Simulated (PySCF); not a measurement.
# Bond curve of OF⁻

Set-up: O aug-cc-pVDZ, F aug-cc-pVDZ; no relativity (PySCF 2.14). Energies in eV from O + F⁻ in their ground configurations at the same level. State: ¹Σ⁺ (singlet), closed shell.

```csv
R (Å),HSE06,PBE0,PBE,B2PLYP
1.287,-0.296,-0.326,-0.683,-0.0584
1.346,-0.698,-0.724,-1.133,-0.5103
1.406,-0.922,-0.943,-1.402,-0.7798
1.451,-1.003,-1.020,-1.514,-0.8923
1.496,-1.027,-1.041,-1.568,-0.9456
1.541,-1.008,-1.018,-1.576,-0.9525
1.601,-0.933,-0.938,-1.534,-0.9070
1.675,-0.784,-0.784,-1.422,-0.7886
1.765,-0.560,-0.554,-1.235,-0.5911
1.885,-0.230,-0.220,-0.949,-0.2843
```

Put a parabola through the three lowest points of the HSE06 curve and estimate Re, k and ωe (reduced mass 8.684 u; 1 eV/Å² = 0.16022 mdyn/Å; ωe = 1302.8·√(k/μ) cm⁻¹).

Through R = 1.451, 1.496, 1.541 Å the second-order coefficient is 10.6 eV/Å², so Re ≈ 1.499 Å, k ≈ 3.40 mdyn/Å and ωe ≈ 815 cm⁻¹. A polynomial fit of higher order to the unrounded HSE06 energies gives Re = 1.497 Å, k = 3.42 mdyn/Å, ωe = 818 cm⁻¹; anharmonicity and rounding make the difference.

The higher-order fit for each curve: HSE06: Re = 1.497 Å, ωe = 818 cm⁻¹, De = 1.03 eV; PBE0: Re = 1.493 Å, ωe = 827 cm⁻¹, De = 1.04 eV; PBE: Re = 1.527 Å, ωe = 769 cm⁻¹, De = 1.58 eV; B2PLYP: Re = 1.526 Å, ωe = 780 cm⁻¹, De = 0.95 eV.

Correlated steps freeze 2 core orbitals. For an ion De counts to the pair picked by the measured ionisation energies or electron affinities, which need not be the lowest pair at this level. The highest Kohn–Sham level is positive in this anion. Much of that is self-interaction error, but it also means that the finite basis helps to hold the extra electron. B2PLYP dipoles, levels and charges come from its SCF part alone.
